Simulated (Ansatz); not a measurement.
Geometry optimisation, UKS PBE/6-31G in Ansatz 0.2.0.

The input (input.yaml):

```yaml
crystal:
  periodic: [false, false, false]
  atoms:
    - { symbol: B, position_ang: [-1.51528, 0.36954, -1.18564] }
    - { symbol: Si, position_ang: [0.21327, 0.66693, -0.44653] }
    - { symbol: C, position_ang: [0.48491, -0.79028, 0.76916] }
    - { symbol: H, position_ang: [-2.66423, 0.50357, -1.15495] }
    - { symbol: H, position_ang: [1.35281, 0.62312, -1.38959] }
    - { symbol: H, position_ang: [0.50104, 1.88235, 0.35871] }
    - { symbol: H, position_ang: [0.4763, -1.74155, 0.2473] }
    - { symbol: H, position_ang: [1.44086, -0.69424, 1.27242] }
    - { symbol: H, position_ang: [-0.28969, -0.81943, 1.52912] }
magnetization:
  spin_polarized: true
  initial_magnetization: 1
basis:
  gaussian: { orbitals: "6-31G" }
hamiltonian:
  xc: pbe
relax:
  f_tol: 0.02
  max_steps: 50
output:
  orbitals: {}
```

Launched with:

```bash
$ ansatz run input.yaml --threads 1 --pin off --max-ram 2048MiB --backend cpu --events-out ev --progress --plain --runs-dir out
```

Where does it end, and by what steps?

The run converged. Limits of this set-up: no polarisation functions. After 14 steps the energy has fallen by 0.221 eV; H4 moved furthest, 0.75 Å.

```csv
step,energy less start (eV),largest force component (eV/Å),accepted
0,0.0000,1.045,yes
1,-0.1452,0.396,yes
2,-0.1788,0.117,yes
3,-0.1839,0.168,yes
4,-0.1914,0.099,yes
5,-0.1943,0.063,yes
6,-0.1959,0.489,yes
7,-0.1857,0.239,no
8,-0.2110,0.112,yes
9,-0.2163,0.150,yes
10,-0.2180,0.236,yes
11,-0.2100,0.260,no
12,-0.2175,0.110,no
13,-0.2205,0.022,yes
14,-0.2205,0.007,yes
```

```xyz
9
Properties=species:S:1:pos:R:3
B -1.699 0.308 -1.161
Si 0.086 0.556 -0.294
C 0.629 -0.872 0.882
H -2.529 0.993 -1.700
H 1.031 0.590 -1.496
H 0.267 1.891 0.423
H 0.582 -1.838 0.355
H 1.663 -0.705 1.229
H -0.031 -0.922 1.764
```

Run time: 37 s on 1 thread of Arm Neoverse V2, on a shared host, peak memory 0.14 GiB.
